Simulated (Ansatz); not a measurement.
System: hcp Zn. Method: r²SCAN+rVV10 (Ansatz, an electronic-structure program, PAW).

Settings: plane-wave cutoff 600 eV, 18×18×8 k mesh (along the axes of the cell as run), Fermi–Dirac smearing 0.1 eV, finite displacements, scalar-relativistic PAW data made under PBE.

Computed at the level's own relaxed cell.

Harmonic phonon frequencies (cm⁻¹; i marks an imaginary mode):

| q point | frequencies |
|---|---|
| Γ | 0 0 0 79 79 147 |
| M | 66 78 130 135 222 232 |
| A | ? |
| L | 70 70 130 130 231 231 |

Problem. What belongs in the gaps?

Solution. 
- A, frequencies: 62 62 62 62 97 97

No imaginary mode appears at these points.
